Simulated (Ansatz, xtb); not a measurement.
# Two structures of CH4B−

We compare a, a triplet given by its coordinates, with b, the triplet with the links of `[BH3-][CH]`. Both are isolated ions in the gas phase, relaxed with r2SCAN-D4/def2-TZVPD.

a (Å):

```xyz
6

C    -0.7076    0.0512   -0.8119
B    -0.1789    1.3485   -1.5156
H    -0.0175    2.3677   -0.8547
H    -0.1045   -0.8255   -0.5576
H    -0.4422    1.5422   -2.6965
H    -1.7565   -0.0941   -0.5045
```

Close contacts (Å): C1–B2 1.57, C1–H4 1.09, C1–H6 1.10, B2–H3 1.23, B2–H5 1.23.

b (Å):

```xyz
6

C    -0.6433   -0.3005   -1.5749
B    -0.3410    1.1386   -1.0398
H     0.8183    1.4994   -1.2857
H    -0.4971    1.1961    0.1980
H    -1.1116    1.9760   -1.5545
H    -1.4272   -1.0584   -1.6419
```

Problem. Estimate E(b) − E(a) at the level CCSD(T)/def2-TZVPPD.

Solution. Calculated at CCSD(T)/def2-TZVPPD: E(b) − E(a) = +22.5 kJ/mol, so structure a lies lower.

Level by level:

```csv
level,geometry,E(b) − E(a) (kJ/mol),departure from the last row (kJ/mol),"job, with rough time for the two"
r2SCAN-D4/def2-TZVPD,r2SCAN-D4/def2-TZVPD,+31.1,+8.5,"optimisation, 2.6 min"
HF/def2-TZVPPD,r2SCAN-D4/def2-TZVPD,+2.9,−19.6,part of the CCSD(T) run
MP2/def2-TZVPPD,r2SCAN-D4/def2-TZVPD,+28.0,+5.5,part of the CCSD(T) run
CCSD(T)/def2-TZVPPD,r2SCAN-D4/def2-TZVPD,+22.5,,"single point, 54 s"
```

The levels shown agree on the order. The largest departure from CCSD(T)/def2-TZVPPD is that of HF/def2-TZVPPD, 19.6 kJ/mol. At CCSD(T)/def2-TZVPPD a singlet with the links of a lies below this triplet. Levels run at GFN2-xTB geometries aren't shown. The triplet state of b needn't be its ground state.

With harmonic frequencies from r2SCAN-D4/def2-TZVPD (ideal gas, rigid rotor, one conformer each, 298.15 K, 1 atm): the zero-point term adds −5.7 kJ/mol; ΔH is +17.3 and ΔG +15.3 kJ/mol.

Open shells are spin-unrestricted. The correlated steps freeze 2 core orbitals. Programs: Ansatz 0.2.0; the last row on 2 threads of Arm Neoverse V1 on a shared host.
